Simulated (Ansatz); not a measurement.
# BH3, triplet along the scale of all distances

Starting geometry (PBE0/def2-TZVP stationary point for this spin, not checked as a minimum):

| atom | x (Å) | y (Å) | z (Å) |
| --- | --- | --- | --- |
| B | -0.1149 | 0.0000 | 0.0891 |
| H | 0.3114 | 0.5391 | -0.9919 |
| H | 0.6095 | 0.0000 | 1.0286 |
| H | 0.3113 | -0.5391 | -0.9919 |

From there all distances are scaled together; atoms are numbered as listed. Energies are in kJ/mol, counted from the starting geometry at the same level.

Basis cc-pVDZ; Ansatz 0.2.0. Only valence electrons are correlated (noble-gas cores frozen). Prefix R: restricted or restricted open-shell reference; prefix U: unrestricted. Active spaces: valence = (6e, 7o) chosen from the atoms' valence shells.

Unrestricted rows (U) aren't spin-pure: their determinants' ⟨S²⟩ exceeds S(S+1) by up to 0.92, so they mix in states of higher spin. Runs in a small pair space aren't shown, since their orbitals change along the scan. A value is left out where its run failed or describes another state than the reference as far as symmetry and spin tell, or, spin-broken singlets apart, can't be checked.

Full CI is exact within this basis and frozen core; it isn't the basis-set limit. The frozen core follows each run's orbitals, which can shift R against U totals by a few meV.

```json
{"scale of all distances": "0.886", "full CI": "88.3", "unpaired electrons (full CI)": "2.01", "error UHF": "-9.4", "error UMP2": "-5.0", "error UCCSDT": "0.0", "error NEVPT2 (valence space)": "0.8", "error MRCISD (valence space)": "-0.2", "error MRCISD+Q (valence space)": "0.0"}
{"scale of all distances": "1.000", "full CI": "0.0", "unpaired electrons (full CI)": "2.02", "error UHF": "0.0", "error UMP2": "0.0", "error UCCSDT": "0.0", "error NEVPT2 (valence space)": "0.0", "error MRCISD (valence space)": "0.0", "error MRCISD+Q (valence space)": "0.0"}
{"scale of all distances": "1.114", "full CI": "31.6", "unpaired electrons (full CI)": "2.03", "error UHF": "10.2", "error UMP2": "6.3", "error UCCSDT": "0.0", "error NEVPT2 (valence space)": "-1.9", "error MRCISD (valence space)": "0.1", "error MRCISD+Q (valence space)": "0.3"}
{"scale of all distances": "1.306", "full CI": "192.7", "unpaired electrons (full CI)": "2.06", "error UHF": "31.2", "error UMP2": "23.1", "error UCCSDT": "0.1", "error NEVPT2 (valence space)": "-6.9", "error MRCISD (valence space)": "0.1", "error MRCISD+Q (valence space)": "1.2"}
{"scale of all distances": "1.484", "full CI": "361.1", "unpaired electrons (full CI)": "2.13", "error UHF": "46.3", "error UMP2": "60.3", "error UCCSDT": "0.3", "error NEVPT2 (valence space)": "-12.4", "error MRCISD (valence space)": "-0.3", "error MRCISD+Q (valence space)": "1.7"}
{"scale of all distances": "1.769", "full CI": "557.8", "unpaired electrons (full CI)": "2.40", "error UHF": "3.6", "error UMP2": "94.1", "error UCCSDT": "0.6", "error NEVPT2 (valence space)": "-19.3", "error MRCISD (valence space)": "-1.7", "error MRCISD+Q (valence space)": "1.2"}
{"scale of all distances": "1.990", "full CI": "640.0", "unpaired electrons (full CI)": "2.72", "error UHF": "-42.1", "error UMP2": "69.2", "error UCCSDT": "0.5", "error NEVPT2 (valence space)": "-21.8", "error MRCISD (valence space)": "-2.7", "error MRCISD+Q (valence space)": "0.5"}
{"scale of all distances": "2.374", "full CI": "706.0", "unpaired electrons (full CI)": "3.32", "error UHF": "–", "error UMP2": "26.2", "error UCCSDT": "0.6", "error NEVPT2 (valence space)": "–", "error MRCISD (valence space)": "–", "error MRCISD+Q (valence space)": "–"}
```

Unpaired electrons are Σ n²(2−n)² over natural occupations. Errors are those of relative energies. In total energy the starting point itself misses full CI by: UHF 286.1, UMP2 63.6, UCCSDT 0.1, NEVPT2 (valence space) 48.1, MRCISD (valence space) 6.0, MRCISD+Q (valence space) 0.1 kJ/mol.

Spread of the error over the points with a reference, to 2.374 (largest less smallest): UCCSDT 0.7, MRCISD+Q (valence space) 1.7 (7 of 8 points), MRCISD (valence space) 2.8 (7 of 8 points), NEVPT2 (valence space) 22.6 (7 of 8 points), UHF 88.4 (7 of 8 points), UMP2 99.1 kJ/mol.

Going outwards, the relative energy of UMP2 first misses by more than 4.2 kJ/mol (1 kcal/mol) at 1.114.

Going outwards, the relative energy of NEVPT2 (valence space) first misses by more than 4.2 kJ/mol (1 kcal/mol) at 1.306.
